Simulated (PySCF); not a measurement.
# SMILES [OH3+], [H₃O]+, charge +1

Molfile (atoms numbered from 1):
```
H3O
     RDKit          3D

  4  3  0  0  0  0  0  0  0  0999 V2000
    0.0020    0.0021    0.2005 O   0  0  0  0  0  0  0  0  0  0  0  0
   -0.4678   -0.8157   -0.0719 H   0  0  0  0  0  0  0  0  0  0  0  0
   -0.4692    0.8168   -0.0789 H   0  0  0  0  0  0  0  0  0  0  0  0
    0.9451    0.0016   -0.0725 H   0  0  0  0  0  0  0  0  0  0  0  0
  1  2  1  0
  1  3  1  0
  1  4  1  0
M  CHG  1   1   1
M  END
```

Computed, not measured: PySCF 2.14.0, GIAO B3LYP/aug-pcSseg-1 magnetisability, rotational g tensor and spin-rotation constants, non-relativistic, gas phase. Geometry: PBE0-D3(BJ)/def2-SVP.

For an ion the centre-of-mass motion in the field is neglected.

Task: Give the nuclear spin-rotation constants along the inertial axes (H = +C I·J) beside the isotropic shieldings.

Result: Rotational constants 329.2921, 329.1805, 188.1749 GHz. A star marks the isotopologue with that one atom substituted, in its own axes.
```tsv
atom	isotope	Caa (kHz)	Cbb (kHz)	Ccc (kHz)	mean (kHz)	σ (ppm)
H2	1H	-21.187	-21.180	-22.672	-21.679	23.9
H3	1H	-21.186	-21.179	-22.671	-21.679	23.9
H4	1H	-21.185	-21.178	-22.669	-21.677	23.9
O1	17O*	-21.679	-21.672	-17.708	-20.353	297.6
```
Where two moments of inertia are equal or nearly so, the constants along those axes are given as their average.
For the geometry as given, no vibrational averaging.

Task: How do the rotational constants and the g tensor change when H2, H3, H4 are replaced by deuterium?

Result: Constants 167.6481, 167.5903, 94.1598 GHz; g 0.3614, 0.3613, 0.3405, against 0.7228, 0.7225, 0.6804 before.
